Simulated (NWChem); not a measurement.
# BH2Cl (SMILES BCl) at 5 levels

We compute a comparison of 5 runs (HF/STO-3G, HF/3-21G, HF/def2-SVP, PBE0/3-21G, PBE0/STO-3G) of BH2Cl. 

The calculation is run with NWChem 7.3.0.

## 1. The molecule

The species is BH2Cl (4 atoms), meant as a singlet with charge 0. As SMILES, `BCl`. The shape is that of a PBE0-D4/def2-TZVP optimisation.

Bond lengths: B1–Cl2 1.733 Å, B1–H3 1.190 Å, B1–H4 1.190 Å. Angles: Cl2–B1–H3 118.1°, Cl2–B1–H4 118.1°, H3–B1–H4 123.7°.

## 2. Energy and gradient at HF/STO-3G (run 1)

File run.py:

```python
from ase import Atoms
from ase.calculators.nwchem import NWChem

atoms = Atoms(['B', 'Cl', 'H', 'H'], positions=[
    [-0.116700, 0.021700, -0.075300],
    [1.365000, -0.395300, 0.721200],
    [-1.106200, -0.559500, 0.240400],
    [-0.086600, 0.872800, -0.906600],
])

calc = NWChem(
    label='input',
    theory='scf',
    memory='2200 mb',
    basis='STO-3G',
    basispar='spherical bse',
    scf={'nopen': '0', 'rhf': None, 'thresh': '1e-08', 'maxiter': '80'},
)
atoms.calc = calc

forces = atoms.get_forces()
print(f"energy = {atoms.get_potential_energy():.6f} eV")
print("forces (eV/A):")
for s, f in zip(atoms.symbols, forces):
    print(f"{s:2s} {f[0]:10.5f} {f[1]:10.5f} {f[2]:10.5f}")
print("dipole (e A):", atoms.get_dipole_moment().round(4))
```

On the command line:

```console
$ export ASE_NWCHEM_COMMAND="nwchem PREFIX.nwi > PREFIX.nwo"
$ python run.py
```

Output:

```text
energy = -13064.965627 eV
forces (eV/A):
B    -1.59763    0.44706   -0.85613
Cl    1.00474   -0.28256    0.53988
H     0.74521    0.54734   -0.34592
H    -0.15231   -0.71184    0.66216
dipole (e A): [-0.2672  0.0752 -0.1436]
```

The calculator wrote input.nwi:

```
title "input"

permanent_dir input

scratch_dir input

start input

geometry units angstrom nocenter noautosym noautoz
  B  -1.1670000000000000e-01 2.1700000000000001e-02 -7.5300000000000006e-02
  Cl 1.3650000000000000e+00 -3.9529999999999998e-01 7.2119999999999995e-01
  H  -1.1062000000000001e+00 -5.5950000000000000e-01 2.4040000000000000e-01
  H  -8.6599999999999996e-02 8.7280000000000002e-01 -9.0659999999999996e-01
end

memory 2200 mb

basis spherical bse noprint
   * library STO-3G
end

scf
  nopen 0
  rhf
  thresh 1e-08
  maxiter 80
end

task scf gradient
```

input.nwo:

```text
Northwest Computational Chemistry Package (NWChem) 7.3.0
             --------------------------------------------------------

           Job information
           ---------------

    nwchem branch   = 7.3.0
    use scalapack   = T
    input           = input.nwi
    prefix          = input.
    data base       = input/input.db
    status          = startup
    nproc           =        1

           Memory information
           ------------------

[... 5 lines left out ...]
    hardfail = no
[... 120 lines left out ...]
         Quadratically convergent ROHF
[... 14 lines left out ...]
       Final RHF  results
[... 4 lines left out ...]
      Two-electron energy =    220.569799970346
[... 25 lines left out ...]
                       ROHF Final Molecular Orbital Analysis
[... 157 lines left out ...]
                 ----------------------------------------
                 |  Time  |  1-e(secs)   |  2-e(secs)   |
                 ----------------------------------------
                 |  CPU   |       0.00   |       0.06   |
                 ----------------------------------------
                 |  WALL  |       0.00   |       0.06   |
                 ----------------------------------------

 Task  times  cpu:        0.2s     wall:        0.2s
 Total times  cpu:        0.2s     wall:        0.2s
```

Run time: 1.1 s. Hardware: 1 thread of Intel Xeon 6975P-C (Granite Rapids), shared host; peak memory 0.099 GiB.

## 3. Energy and gradient at HF/3-21G (run 2)

File sp.xyz:

```xyz
4
BClH2
B     -0.116700     0.021700    -0.075300
Cl     1.365000    -0.395300     0.721200
H     -1.106200    -0.559500     0.240400
H     -0.086600     0.872800    -0.906600
```

File run.py:

```python
from ase.io import read
from ase.calculators.nwchem import NWChem

atoms = read('sp.xyz')

calc = NWChem(
    label='sp',
    theory='scf',
    memory='2200 mb',
    basis='3-21G',
    basispar='spherical bse',
    scf={'nopen': '0', 'rhf': None, 'thresh': '1e-08', 'maxiter': '80'},
)
atoms.calc = calc

forces = atoms.get_forces()
e = atoms.get_potential_energy()
print(f"E = {e:.6f} eV")
print("forces (eV/A):")
for s, f in zip(atoms.symbols, forces):
    print(f"{s:2s} {f[0]:10.5f} {f[1]:10.5f} {f[2]:10.5f}")
print("dipole (e A):", atoms.get_dipole_moment().round(4))
```

On the command line:

```console
$ export ASE_NWCHEM_COMMAND="nwchem PREFIX.nwi > PREFIX.nwo"
$ python run.py
```

Output:

```text
E = -13143.342510 eV
forces (eV/A):
B    -1.47700    0.41369   -0.79190
Cl    1.29224   -0.36355    0.69451
H     0.24585    0.18990   -0.12336
H    -0.06114   -0.24004    0.22075
dipole (e A): [-0.2876  0.081  -0.1546]
```

The calculator wrote sp.nwi:

```
title "sp"

permanent_dir sp

scratch_dir sp

start sp

geometry units angstrom nocenter noautosym noautoz
  B  -1.1670000000000000e-01 2.1700000000000001e-02 -7.5300000000000006e-02
  Cl 1.3650000000000000e+00 -3.9529999999999998e-01 7.2119999999999995e-01
  H  -1.1062000000000001e+00 -5.5950000000000000e-01 2.4040000000000000e-01
  H  -8.6599999999999996e-02 8.7280000000000002e-01 -9.0659999999999996e-01
end

memory 2200 mb

basis spherical bse noprint
   * library 3-21G
end

scf
  nopen 0
  rhf
  thresh 1e-08
  maxiter 80
end

task scf gradient
```

sp.nwo:

```text
Northwest Computational Chemistry Package (NWChem) 7.3.0
             --------------------------------------------------------

           Job information
           ---------------

    nwchem branch   = 7.3.0
    use scalapack   = T
    input           = sp.nwi
    prefix          = sp.
    data base       = sp/sp.db
    status          = startup
    nproc           =        1

           Memory information
           ------------------

[... 5 lines left out ...]
    hardfail = no
[... 120 lines left out ...]
         Quadratically convergent ROHF
[... 14 lines left out ...]
       Final RHF  results
[... 4 lines left out ...]
      Two-electron energy =    220.634309657420
[... 31 lines left out ...]
                       ROHF Final Molecular Orbital Analysis
[... 211 lines left out ...]
                 ----------------------------------------
                 |  Time  |  1-e(secs)   |  2-e(secs)   |
                 ----------------------------------------
                 |  CPU   |       0.00   |       0.07   |
                 ----------------------------------------
                 |  WALL  |       0.00   |       0.07   |
                 ----------------------------------------

 Task  times  cpu:        0.3s     wall:        0.3s
 Total times  cpu:        0.3s     wall:        0.3s
```

Wall time 1.2 s (1 thread of Intel Xeon 6975P-C (Granite Rapids), shared host); peak memory 0.099 GiB.

Runs 3 to 4 aren't shown in full; the table further down has their settings and results.

## 4. Energy and forces at PBE0/STO-3G (run 5)

File run.nw:

```
start run
title "BClH2"
memory stack 880 mb heap 220 mb global 1100 mb
geometry units atomic noautosym nocenter noautoz
   B     -0.22053104     0.04100706    -0.14229638
   Cl     2.57947616    -0.74700874     1.36287048
   H     -2.09041504    -1.05730177     0.45429016
   H     -0.16365028     1.64935296    -1.71322570
end
basis "ao basis" spherical bse
   * library STO-3G
end
dft
   xc pbe0
   grid xfine
   convergence energy 1e-08
   iterations 100
   mulliken
end
task dft gradient
```

On the command line:

```console
$ nwchem run.nw > run.out
```

Output:

```text
[...]
          Wavefunction type:  closed shell.
          No. of atoms     :     4
          No. of electrons :    24
[...]
          Charge           :     0
          Spin multiplicity:     1
[...]
          AO basis - number of functions:    16
[...]
              XC Information
              --------------
                         PBE0 Method XC Functional
                     Hartree-Fock (Exact) Exchange  0.250
          PerdewBurkeErnzerhof Exchange Functional  0.750
            Perdew 1991 LDA Correlation Functional  1.000 local
           PerdewBurkeErnz. Correlation Functional  1.000 non-local
[...]
 d= 0,ls=0.0,diis     1   -480.7026016966 -5.18D+02  8.17D-02  2.56D-01     0.2
[...]
 d= 0,ls=0.0,diis     7   -480.7655628864 -4.93D-10  1.49D-07  1.75D-12     1.1
         Total DFT energy =     -480.765562886361
      One electron energy =     -738.257905619254
           Coulomb energy =      252.541209489249
    Exchange-Corr. energy =      -32.831882737186
 Nuclear repulsion energy =       37.783015980830
[...]
  wavefunction    = closed shell
                         DFT ENERGY GRADIENTS
    atom               coordinates                        gradient
                 x          y          z           x          y          z
   1 B      -0.220531   0.041007  -0.142296    0.020738  -0.005790   0.011100
   2 Cl      2.579476  -0.747009   1.362870   -0.014413   0.004053  -0.007744
   3 H      -2.090415  -1.057302   0.454290   -0.007888  -0.005755   0.003623
   4 H      -0.163650   1.649353  -1.713226    0.001563   0.007491  -0.006979
[...]
```

It took 1.9 s on 1 thread of Intel Xeon 6975P-C (Granite Rapids), shared host; peak memory 0.12 GiB.

## 5. The series

| run | level | iteration cap | module | energy (Eh) | dipole moment (D) | HOMO energy (eV) | LUMO energy (eV) | wall time |
| --- | --- | --- | --- | --- | --- | --- | --- | --- |
| 1 | HF/STO-3G | 80 | scf | -480.128635 | 1.50 | -10.58 | 5.63 | 1.1 s |
| 2 | HF/3-21G | 80 | scf | -483.008932 | 1.62 | -12.07 | 1.84 | 1.2 s |
| 3 | HF/def2-SVP | 80 | scf | -485.204899 | 0.80 | -11.86 | 2.08 | 1.8 s |
| 4 | PBE0/3-21G | 100 | dft | -483.702497 | – | – | – | 2.4 s |
| 5 | PBE0/STO-3G | 100 | dft | -480.765563 | 0.99 | -7.20 | 0.58 | 1.9 s |

## 6. What came out

| quantity | value |
| --- | --- |
| run 5: total energy | -480.76556 Eh |
| run 5: dipole moment | 0.99 D |
| run 5: HOMO energy | -7.20 eV |
| run 5: LUMO energy | 0.58 eV |
| run 5: HOMO–LUMO gap | 7.78 eV |
| run 5: largest force on an atom | 1.246 eV/Å |

**Reading.** Over runs 1, 2, 3, 5 the dipole moment (its size) runs from 0.80 D (HF/def2-SVP) to 1.62 D (HF/3-21G). Over runs 1, 2, 3, 5 the HOMO–LUMO gap runs from 7.78 eV (PBE0/STO-3G) to 16.21 eV (HF/STO-3G). Exact exchange widens orbital gaps. In runs 1, 5 the basis is minimal, so the values are rough. All runs together took 8.4 s, the longest 2.4 s.
